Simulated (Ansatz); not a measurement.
in.yaml

```yaml
crystal:
  periodic: [false, false, false]
  atoms:
    - {symbol: Ge, position_ang: [0.000000, -0.047129, 1.208350]}
    - {symbol: Na, position_ang: [0.000000, 0.027456, -3.863723]}
    - {symbol: H, position_ang: [0.000000, 2.770263, 1.043246]}
basis:
  gaussian: {orbitals: cc-pVDZ}
correlation: {method: sc_nevpt2, electrons: outside_noble_gas, active_space: {window: {electrons: 2, orbitals: 2}}}
```

```sh
$ ansatz run in.yaml --threads 1 --pin off --events-out ev --progress --plain --max-ram 2393MiB
```

The program prints:

```
540 factors; integrals over basis functions are off by at most 7.0e-4 eV
mean field evaluation 1: about -60885.8880 eV, gradient 1.1e1 eV
mean field evaluation 2: about -60885.8925 eV, gradient 1.1e1 eV
mean field evaluation 4: about -60887.1686 eV, gradient 1.2e0 eV
mean field evaluation 8: about -60887.1849 eV, gradient 6.7e-3 eV
mean field evaluation 16: about -60887.1842 eV, gradient 6.7e-2 eV
mean field evaluation 32: about -60886.0673 eV, gradient 6.9e-1 eV
mean field -60887.18494420 eV, -2237.5627758832 hartree, gradient 2.1e-6 eV, S^2 0.000000; 4 other end points of the search recorded, 0 dependent functions left out; unrestricted orbitals would lower it
reference -60887.18494420 eV, -2237.5627758832 hartree; 22, 22 occupied and 28, 28 virtual orbitals, 540 factors
state -60888.42105748 eV, -2237.6082022082 hartree
state -60888.42105748 eV, -2237.6082022082 hartree; corrected -60890.47006455 eV, -2237.6835018294 hartree
state -60888.35044927 eV, -2237.6056074044 hartree
state -60888.35044927 eV, -2237.6056074044 hartree; corrected -60890.37729848 eV, -2237.6800927390 hartree
state -60888.42105748 eV, -2237.6082022082 hartree; corrected -60890.47006455 eV, -2237.6835018294 hartree
2 active orbitals were swapped for others, from the solution at -60888.35044720 eV, -2237.6056073284 hartree to that at -60888.42104400 eV, -2237.6082017128 hartree; typed "places" are swapped only where nearly empty or full, and so, without "given_window_search", are "orbital_numbers", "shells" and a window whose orbitals a file names under [Active]
Total energy: -60890.47006455 eV, -2237.6835018294 hartree
```

Natural occupations: 1.7204 0.2796.

Ran on 1 thread of Arm Neoverse V1, shared host: 3.4 s wall, 0.1 GiB peak host memory.
